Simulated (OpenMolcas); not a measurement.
## Potential curves of Al₂⁻: spin-free states

Calculated with OpenMolcas 26.06: state-averaged CASSCF(7,8) over Al 3s 3p, Al 3s 3p, XMS-CASPT2 (IPEA 0.25, imaginary shift 0.2 hartree), scalar X2C, ANO-RCC-VTZP, then RASSI spin–orbit state interaction with atomic mean-field integrals. C2 symmetry about the axis (a holds Σ, Δ, Γ; b holds Π, Φ, H; Σ⁺ and Σ⁻ are not told apart); roots by multiplicity and irrep: 4a 5, 2b 6, 2a 7, 4b 4, 6b 2.

XMS-CASPT2 energies in eV from the lowest point. Curves are followed by energy order within each symmetry, so they are adiabatic and may change character at avoided crossings and where g and u states cross; Σ⁺ and Σ⁻ are counted together.

| R (Å) | (1)4Σ | (1)2Π | (1)4Δ | (3)2Σ | (3)2Π | (1)6Π |
| --- | --- | --- | --- | --- | --- | --- |
| 2.216 | 0.461 | 0.723 | 3.222 | 2.967 | 2.606 | 3.409 |
| 2.345 | 0.142 | 0.578 | 2.599 | 2.593 | 2.301 | 3.097 |
| 2.461 | 0.018 | 0.560 | 2.223 | 2.239 | 2.145 | 2.982 |
| 2.577 | 0.000 | 0.590 | 1.971 | 2.002 | 2.063 | 2.973 |
| 2.706 | 0.062 | 0.654 | 1.799 | 1.843 | 2.031 | 3.036 |
| 2.835 | 0.178 | 0.733 | 1.702 | 1.754 | 2.040 | 3.164 |
| 3.015 | 0.390 | 0.869 | 1.652 | 1.711 | 2.091 | 3.376 |
| 3.247 | 0.691 | 1.083 | 1.673 | 1.737 | 2.190 | 3.665 |
| 3.608 | 1.137 | 1.432 | 1.790 | 1.858 | 2.357 | 4.059 |
| 4.123 | 1.647 | 1.848 | 1.999 | 2.178 | 2.521 | 4.456 |

With masses 26.982 and 26.982 u, fit the curves (1)4Σ, (1)2Π, (1)4Δ, (3)2Σ, (3)2Π near their minima.

At XMS-CASPT2, Te from the lowest curve (the fit fixes ωe to a per cent or two; the method's Re and ωe can be off by some per cent):

```
curve  Te (cm⁻¹)  Re (Å)  ωe (cm⁻¹)
(1)4Σ          0   2.543      344.6
(1)2Π       4530   2.434      292.9
(1)4Δ      13340   3.061      179.3
(3)2Σ      13820   3.044      180.7
(3)2Π      16400   2.735      206.8
```

Left out for impure symmetry, kinks or missing points, though low: (1)2Σ, (1)2Δ, (2)2Σ, (2)2Π, (1)4Π, (2)4Σ, (2)4Π, (4)2Σ, (3)4Σ, (5)2Σ, (2)2Δ. g and u states are not told apart. Only roots inside an energy window near the equilibrium distance were included, so the list of states is not complete; labels number the states computed. Each spin and symmetry block has orbitals of its own, averaged over its own roots, so gaps between blocks are less sure than gaps within one and near the minimum can be off by tenths of an eV, in bad cases by more. No Rydberg orbitals are active, so Rydberg states, and σ→σ* states whose orbital the CASSCF left unused, can be missing between those listed. CASPT2 splits the two components of degenerate states numerically, here by up to 230 cm⁻¹. For an anion, states above the electron-detachment threshold (often below 1 to 3 eV) are held by the basis set and are not bound levels. No roots were computed in block 6a (none fell in the window or the block failed), so states of that kind are missing and can lie low or lowest. Points that failed a check (symmetry, reference weights, a jump) are left out.
